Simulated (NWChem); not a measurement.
All runs are NWChem calculations. System: Al, charge 0, spin multiplicity 2. Its SCF solution wasn't tested for a lower state. Level: UPBE/6-311G** (spherical d).

Input file:

```
start mol
memory heap 200 mb stack 900 mb global 1100 mb
geometry units angstroms nocenter noautoz
  Al     0.000000     0.000000     0.000000
  symmetry group D2h
end
basis spherical
  * library 6-311g**
end
dft
  xc xpbe96 cpbe96
  odft
  mult 2
  semidirect memsize 60000000 filesize 0
  iterations 100
end
task dft energy
```

Output (cleaned and shortened):

```
             Northwest Computational Chemistry Package (NWChem) 7.3.0
             --------------------------------------------------------

                                NWChem Input Module
                                -------------------

 Scaling coordinates for geometry "geometry" by  1.889725989
 (inverse scale =  0.529177249)

                             Geometry "geometry" -> ""
                             -------------------------

 Output coordinates in angstroms (scale by  1.889725989 to convert to a.u.)

  No.       Tag          Charge          X              Y              Z
 ---- ---------------- ---------- -------------- -------------- --------------
    1 Al                  13.0000     0.00000000     0.00000000     0.00000000

 Effective nuclear repulsion energy (a.u.)       0.0000000000

            Nuclear Dipole moment (a.u.)
            ----------------------------
        X                 Y               Z
 ---------------- ---------------- ----------------
     0.0000000000     0.0000000000     0.0000000000

      Symmetry information
      --------------------

 Group name             D2h
 Group number             26
 Group order               8
 No. of unique centers     1

      Symmetry unique atoms

     1


 Summary of "ao basis" -> "" (spherical)
 ------------------------------------------------------------------------------
       Tag                 Description            Shells   Functions and Types
 ---------------- ------------------------------  ------  ---------------------
 *                          6-311g**                  on all atoms

  pbe96 is a nonlocal functional; adding pw91lda local functional.

                                 NWChem DFT Module
                                 -----------------

 Summary of "ao basis" -> "ao basis" (spherical)
 ------------------------------------------------------------------------------
       Tag                 Description            Shells   Functions and Types
 ---------------- ------------------------------  ------  ---------------------
 Al                         6-311g**                12       26   6s5p1d

 Summary of "ao basis" -> "ao basis" (spherical)
 ------------------------------------------------------------------------------
       Tag                 Description            Shells   Functions and Types
 ---------------- ------------------------------  ------  ---------------------
 Al                         6-311g**                12       26   6s5p1d

      Symmetry analysis of basis
      --------------------------

        ag          8
        au          0
        b1g         1
        b1u         5
        b2g         1
        b2u         5
        b3g         1
        b3u         5

            General Information
            -------------------
          SCF calculation type: DFT
          Wavefunction type:  spin polarized.
          No. of atoms     :     1
          No. of electrons :    13
           Alpha electrons :     7
            Beta electrons :     6
          Charge           :     0
          Spin multiplicity:     2
          Use of symmetry is: on ; symmetry adaption is: on
          Maximum number of iterations: 100
          AO basis - number of functions:    26
                     number of shells:    12
          Convergence on energy requested:  1.00D-06
          Convergence on density requested:  1.00D-05
          Convergence on gradient requested:  5.00D-04

              XC Information
              --------------
          PerdewBurkeErnzerhof Exchange Functional  1.000
            Perdew 1991 LDA Correlation Functional  1.000 local
           PerdewBurkeErnz. Correlation Functional  1.000 non-local

             Grid Information
             ----------------
          Grid used for XC integration:  medium
          Radial quadrature: Mura-Knowles
          Angular quadrature: Lebedev.
          Tag              B.-S. Rad. Rad. Pts. Rad. Cut. Ang. Pts.
          ---              ---------- --------- --------- ---------
          Al                  1.25       88           8.0       590
          Grid pruning is: on
          Number of quadrature shells:    88
          Spatial weights used:  Erf1

          Convergence Information
          -----------------------
          Convergence aids based upon iterative change in
          total energy or number of iterations.
          Levelshifting, if invoked, occurs when the
          HOMO/LUMO gap drops below (HL_TOL):  1.00D-02
          DIIS, if invoked, will attempt to extrapolate
          using up to (NFOCK): 10 stored Fock matrices.

                    Damping( 0%)  Levelshifting(0.5)       DIIS
                  --------------- ------------------- ---------------
          dE  on:    start            ASAP                start
          dE off:    2 iters        100 iters           100 iters

      Screening Tolerance Information
      -------------------------------
          Density screening/tol_rho:  1.00D-10
          AO Gaussian exp screening on grid/accAOfunc:  14
          CD Gaussian exp screening on grid/accCDfunc:  20
          XC Gaussian exp screening on grid/accXCfunc:  20
          Schwarz screening/accCoul:  1.00D-08

      Superposition of Atomic Density Guess
      -------------------------------------

 Sum of atomic energies:        -241.87438981

      Non-variational initial energy
      ------------------------------

 Total energy =    -241.763124
 1-e energy   =    -336.640414
 2-e energy   =      94.877289
 HOMO         =      -0.006481
 LUMO         =      -0.006481

 !!!!!!!!!!!!!!!!!!!!!!!!!!!!!!!!!!!!!!!!!!!!!!!!!!!!!!!!!!!!!!!!!!!!!!
[...]
 !! scf_movecs_sym_adapt:   14 vectors were symmetry contaminated

  Symmetry fudging

 !! scf_movecs_sym_adapt:   12 vectors were symmetry contaminated

 !! scf_movecs_sym_adapt:   14 vectors were symmetry contaminated

  Symmetry fudging

 !! scf_movecs_sym_adapt:   14 vectors were symmetry contaminated

 d= 0,ls=0.5,diis     8   -242.2262190671 -1.40D-06  4.86D-05  4.42D-07     0.4
                                                     1.76D-05  7.97D-08

 !! scf_movecs_sym_adapt:   14 vectors were symmetry contaminated

  Symmetry fudging

 !! scf_movecs_sym_adapt:   14 vectors were symmetry contaminated

 !! scf_movecs_sym_adapt:   14 vectors were symmetry contaminated

  Symmetry fudging

 !! scf_movecs_sym_adapt:   12 vectors were symmetry contaminated

 d= 0,ls=0.5,diis     9   -242.2262195515 -4.84D-07  3.14D-05  1.98D-07     0.4
                                                     1.42D-06  2.07D-08

 !! scf_movecs_sym_adapt:   14 vectors were symmetry contaminated

  Symmetry fudging

 !! scf_movecs_sym_adapt:   14 vectors were symmetry contaminated

 !! scf_movecs_sym_adapt:   14 vectors were symmetry contaminated

  Symmetry fudging

 !! scf_movecs_sym_adapt:   12 vectors were symmetry contaminated

 d= 0,ls=0.5,diis    10   -242.2262197557 -2.04D-07  2.21D-05  9.75D-08     0.5
                                                     1.04D-06  4.55D-09

 !! scf_movecs_sym_adapt:   14 vectors were symmetry contaminated

  Symmetry fudging

 !! scf_movecs_sym_adapt:   14 vectors were symmetry contaminated

 !! scf_movecs_sym_adapt:   14 vectors were symmetry contaminated

  Symmetry fudging

 !! scf_movecs_sym_adapt:   14 vectors were symmetry contaminated

 d= 0,ls=0.5,diis    11   -242.2262198619 -1.06D-07  1.60D-05  5.14D-08     0.5
                                                     1.41D-06  1.63D-09

 !! scf_movecs_sym_adapt:   14 vectors were symmetry contaminated

  Symmetry fudging

 !! scf_movecs_sym_adapt:   12 vectors were symmetry contaminated

 !! scf_movecs_sym_adapt:   14 vectors were symmetry contaminated

  Symmetry fudging

 !! scf_movecs_sym_adapt:   14 vectors were symmetry contaminated

 d= 0,ls=0.5,diis    12   -242.2262199189 -5.71D-08  1.13D-05  2.76D-08     0.5
                                                     1.02D-06  1.21D-09

 !! scf_movecs_sym_adapt:   14 vectors were symmetry contaminated

  Symmetry fudging

 !! scf_movecs_sym_adapt:   12 vectors were symmetry contaminated

 !! scf_movecs_sym_adapt:   14 vectors were symmetry contaminated

  Symmetry fudging

 !! scf_movecs_sym_adapt:   14 vectors were symmetry contaminated

 d= 0,ls=0.5,diis    13   -242.2262199490 -3.00D-08  8.01D-06  1.46D-08     0.6
                                                     7.25D-07  6.97D-10

         Total DFT energy =     -242.226219964732
      One electron energy =     -336.723457296681
           Coulomb energy =      112.921059562584
    Exchange-Corr. energy =      -18.423822230635
 Nuclear repulsion energy =        0.000000000000

 Numeric. integr. density =       13.000000055351

     Total iterative time =      0.4s

                  Occupations of the irreducible representations
                  ----------------------------------------------

                     irrep           alpha         beta
                     --------     --------     --------
                     ag                3.0          3.0
                     au                0.0          0.0
                     b1g               0.0          0.0
                     b1u               2.0          1.0
                     b2g               0.0          0.0
                     b2u               1.0          1.0
                     b3g               0.0          0.0
                     b3u               1.0          1.0

                    DFT Final Alpha Molecular Orbital Analysis
                    ------------------------------------------

 Vector    5  Occ=1.000000D+00  E=-2.548341D+00  Symmetry=b1u
              MO Center= -1.7D-30,  1.7D-30, -2.0D-17, r^2= 1.3D-01
   Bfn.  Coefficient  Atom+Function         Bfn.  Coefficient  Atom+Function
  ----- ------------  ---------------      ----- ------------  ---------------
    12      0.672504  1 Al pz                 9      0.433978  1 Al pz
    15      0.052605  1 Al pz

 Vector    6  Occ=1.000000D+00  E=-2.890915D-01  Symmetry=ag
              MO Center=  2.9D-34, -4.5D-35, -4.4D-32, r^2= 2.1D+00
   Bfn.  Coefficient  Atom+Function         Bfn.  Coefficient  Atom+Function
  ----- ------------  ---------------      ----- ------------  ---------------
     5      0.647351  1 Al s                  6      0.495076  1 Al s
     4     -0.305450  1 Al s                  3     -0.188990  1 Al s
     2      0.079262  1 Al s                  1      0.029499  1 Al s

 Vector    7  Occ=1.000000D+00  E=-1.126394D-01  Symmetry=b1u
              MO Center= -4.4D-15,  4.1D-15,  5.4D-14, r^2= 3.8D+00
   Bfn.  Coefficient  Atom+Function         Bfn.  Coefficient  Atom+Function
  ----- ------------  ---------------      ----- ------------  ---------------
    18      0.546822  1 Al pz                21      0.364123  1 Al pz
    15      0.239105  1 Al pz                12     -0.138052  1 Al pz
     9     -0.090250  1 Al pz

 Vector    8  Occ=0.000000D+00  E=-1.012791D-01  Symmetry=b3u
              MO Center=  5.5D-23,  1.6D-30,  3.4D-29, r^2= 3.9D+00
   Bfn.  Coefficient  Atom+Function         Bfn.  Coefficient  Atom+Function
  ----- ------------  ---------------      ----- ------------  ---------------
    16      0.524378  1 Al px                19      0.382772  1 Al px
    13      0.247730  1 Al px                10     -0.138530  1 Al px
     7     -0.090672  1 Al px

 Vector    9  Occ=0.000000D+00  E=-1.012791D-01  Symmetry=b2u
              MO Center= -1.3D-30,  5.7D-23,  2.7D-29, r^2= 3.9D+00
   Bfn.  Coefficient  Atom+Function         Bfn.  Coefficient  Atom+Function
  ----- ------------  ---------------      ----- ------------  ---------------
    17      0.524378  1 Al py                20      0.382772  1 Al py
    14      0.247730  1 Al py                11     -0.138530  1 Al py
     8     -0.090672  1 Al py

 Vector   10  Occ=0.000000D+00  E= 7.809855D-02  Symmetry=b1u
              MO Center= -1.2D-14,  1.3D-14,  4.6D-14, r^2= 1.0D+01
   Bfn.  Coefficient  Atom+Function         Bfn.  Coefficient  Atom+Function
  ----- ------------  ---------------      ----- ------------  ---------------
    21      1.403901  1 Al pz                18     -1.132489  1 Al pz
    15     -0.113567  1 Al pz                12      0.100106  1 Al pz
     9      0.071271  1 Al pz

                     DFT Final Beta Molecular Orbital Analysis
                     -----------------------------------------

 Vector    4  Occ=1.000000D+00  E=-2.552615D+00  Symmetry=b3u
              MO Center=  4.9D-16, -2.3D-33, -9.0D-33, r^2= 1.3D-01
   Bfn.  Coefficient  Atom+Function         Bfn.  Coefficient  Atom+Function
  ----- ------------  ---------------      ----- ------------  ---------------
    10      0.673048  1 Al px                 7      0.433198  1 Al px
    13      0.053186  1 Al px

 Vector    5  Occ=1.000000D+00  E=-2.542714D+00  Symmetry=b1u
              MO Center=  2.3D-15, -2.3D-15,  3.1D-16, r^2= 1.3D-01
   Bfn.  Coefficient  Atom+Function         Bfn.  Coefficient  Atom+Function
  ----- ------------  ---------------      ----- ------------  ---------------
    12      0.673380  1 Al pz                 9      0.433682  1 Al pz
    15      0.051178  1 Al pz

 Vector    6  Occ=1.000000D+00  E=-2.668195D-01  Symmetry=ag
              MO Center= -2.8D-18, -2.2D-18, -2.5D-17, r^2= 2.1D+00
   Bfn.  Coefficient  Atom+Function         Bfn.  Coefficient  Atom+Function
  ----- ------------  ---------------      ----- ------------  ---------------
     5      0.663420  1 Al s                  6      0.478898  1 Al s
     4     -0.304581  1 Al s                  3     -0.194159  1 Al s
     2      0.080554  1 Al s                 24     -0.036315  1 Al d  0
     1      0.029891  1 Al s

 Vector    7  Occ=0.000000D+00  E=-9.006031D-02  Symmetry=b2u
              MO Center=  9.0D-32,  2.2D-18,  3.1D-30, r^2= 3.8D+00
   Bfn.  Coefficient  Atom+Function         Bfn.  Coefficient  Atom+Function
  ----- ------------  ---------------      ----- ------------  ---------------
    17      0.521682  1 Al py                20      0.376167  1 Al py
    14      0.259395  1 Al py                11     -0.141227  1 Al py
     8     -0.092364  1 Al py

 Vector    8  Occ=0.000000D+00  E=-9.006031D-02  Symmetry=b3u
              MO Center=  2.8D-18, -1.6D-32,  5.3D-31, r^2= 3.8D+00
   Bfn.  Coefficient  Atom+Function         Bfn.  Coefficient  Atom+Function
  ----- ------------  ---------------      ----- ------------  ---------------
    16      0.521682  1 Al px                19      0.376167  1 Al px
    13      0.259395  1 Al px                10     -0.141227  1 Al px
     7     -0.092364  1 Al px

 Vector    9  Occ=0.000000D+00  E=-6.227072D-02  Symmetry=b1u
              MO Center= -7.9D-14,  7.9D-14,  6.4D-14, r^2= 4.3D+00
   Bfn.  Coefficient  Atom+Function         Bfn.  Coefficient  Atom+Function
  ----- ------------  ---------------      ----- ------------  ---------------
    18      0.459124  1 Al pz                21      0.456981  1 Al pz
    15      0.246381  1 Al pz                12     -0.132702  1 Al pz
     9     -0.087626  1 Al pz

   alpha - beta orbital overlaps
   -----------------------------

   alpha      1      2      3      4      5      6      7      8      9     10
    beta      1      2      3      4      5      6      9      8      7     12
 overlap   1.000  1.000  1.000  1.000  1.000  0.999  0.998  1.000  1.000  0.998

   alpha     11     12     13     14     15     16     17     18     19     20
    beta     11     10     13     17     16     18     14     15     21     19
 overlap   1.000  1.000  1.000  1.000  1.000  0.999  1.000  1.000  1.000  1.000

   alpha     21     22     23     24     25     26
    beta     20     22     24     23     25     26
 overlap   1.000  1.000  1.000  1.000  1.000  1.000

     --------------------------
     Expectation value of S2:
     --------------------------
      <S2> =      0.7523 (Exact =     0.7500)

 Task  times  cpu:        0.5s     wall:        0.5s

 Total times  cpu:        0.6s     wall:        0.6s
```
